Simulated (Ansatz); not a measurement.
**One element changed: vertical ionisation energies of NH3, SbH3**

Ansatz 0.2.0, functionals in def2-QZVPP, HF, MP2 and coupled cluster extrapolated from def2-TZVPP and def2-QZVPP (exp(−7.88 √X), X^−2.97); geometries are PBE0/def2-TZVP minima. Wave-function levels freeze the cores with the filled d shells of p-block atoms; HF, MP2 and coupled cluster are restricted for singlets and unrestricted otherwise, restricted open-shell where a d shell is frozen. The best estimate adds to that CCSD(T) limit the step from CCSD(T) to the highest level run in a smaller set (CCSDT(Q)/cc-pVDZ, CCSDTQ/cc-pVDZ, CCSDTQ/def2-SVP, full CI/def2-SVP). It lacks core correlation, which semilocal and hybrid functionals hold and which counts in their errors here, (a few kJ/mol in atomization energies of light atoms) is good to about 1 kcal/mol where the step is under 0.06 eV, as here, and is no measured value. An error is the level's value less this estimate. Energies are electronic, without zero-point terms. No spin–orbit coupling; scalar relativity only by core potentials past Kr. CCSD(T)'s error is that step with its sign reversed, by construction, and steps from double-zeta sets run high. The species are chosen: bound, without strong static correlation by their natural occupations or amplitudes, in their lowest spin state as far as vertical gaps and like structures tell, with only the lowest ion state computed, and with a ladder that closes on the reference, so errors are smaller than for species at large; levels whose determinant breaks symmetry or spin markedly are left out.

| species | bonds (Å) | quantity | symmetry of the states | reference | value (eV) | error CCSD | error CCSD(T) |
| --- | --- | --- | --- | --- | --- | --- | --- |
| NH3, singlet | N–H 1.012, angles at N 107° | vertical ionisation to the doublet | – | limit + step to CCSDTQ and CCSDT(Q)/cc-pVDZ | 10.955 | -0.105 | -0.003 |
| SbH3, singlet | Sb–H 1.708, angles at Sb 91° | vertical ionisation to the doublet | – | limit + step to CCSDTQ and full CI/def2-SVP | 9.886 | -0.039 | 0.002 |

The reference falls from N to Sb, by 1.069 eV in all.
